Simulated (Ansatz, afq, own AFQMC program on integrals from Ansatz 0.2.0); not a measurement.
**SiGeH$_{3}$, doublet: AFQMC among the cluster methods**

```xyz
5

Si    0.0000    0.0181    1.6516
Ge    0.0000   -0.0284   -0.7002
H     0.0000    1.1857    2.5806
H     0.0000   -1.2094    2.4992
H     0.0000    1.5656   -0.6371
```

Connectivity, by distances: SiH2–GeH.

Basis cc-pVDZ. Only valence electrons are correlated. Ansatz 0.2.0 and our own AFQMC program on the same integrals; the CISD trial comes from CCSD amplitudes, and released means the phaseless constraint is let go. ± is one standard error of the sampling. No spin–orbit coupling.

Determinant: UHF, the one that the program's search chose, which needn't be the lowest solution. The geometry is a point of a scan.

No full CI on the walks' own integrals is used here. The released AFQMC energy serves as the reference, which it does only where one determinant dominates, the energy is flat over the last release times and near the phaseless one (40 meV or 2 meV an electron, half that with transition metals). On small molecules, where full CI could be run and the noise was under 10 meV, such values lay within 10 meV of it in 19 cases of 20, a flattering rate, since the rule was set on those same cases; what remains of the bias isn't in the error bar.

Cautions: no relativity below Rb; no spin-orbit coupling; inner d shell frozen; the ph-AFQMC/CISD walk drifts between its halves (2.3 errors); the released value is read at 1.62 1/Eh with a noise of 14 meV, more than in the cases checked, later times being too noisy (meV from the phaseless value at times in 1/Eh: 14 ± 8 at 0.24, 13 ± 8 at 0.51, 32 ± 11 at 0.99, 6 ± 14 at 1.62, 28 ± 17 at 2.40).

```
T1 diagnostic                               : 0.0184
weight of the determinant in the CISD state : 0.861
⟨S²⟩ of the determinant                     : 0.766
size of the correlated space                : 11 electrons in 41 orbitals
```

Reference: AFQMC with the constraint released, correlation energy -5.865 ± 0.014 eV.

```json
{"level": "HF", "E − E(reference) (kcal/mol)": "135.24 ± 0.32", "share of correlation (%)": "0.00"}
{"level": "MP2", "E − E(reference) (kcal/mol)": "30.81 ± 0.32", "share of correlation (%)": "77.22"}
{"level": "CCSD", "E − E(reference) (kcal/mol)": "5.10 ± 0.32", "share of correlation (%)": "96.23"}
{"level": "CCSD(T)", "E − E(reference) (kcal/mol)": "1.06 ± 0.32", "share of correlation (%)": "99.22"}
{"level": "ph-AFQMC/HF", "E − E(reference) (kcal/mol)": "0.06 ± 1.09", "share of correlation (%)": "99.96"}
{"level": "ph-AFQMC/CISD", "E − E(reference) (kcal/mol)": "-0.14 ± 0.37", "share of correlation (%)": "100.10"}
```

A walk keeps the symmetry of its determinant, which the program's search chose and which needn't be the lowest solution, so a lower state of the same spin and another symmetry isn't excluded. Released energies are given only where the last usable release times agree within the noise; a slower fall can still hide under it.
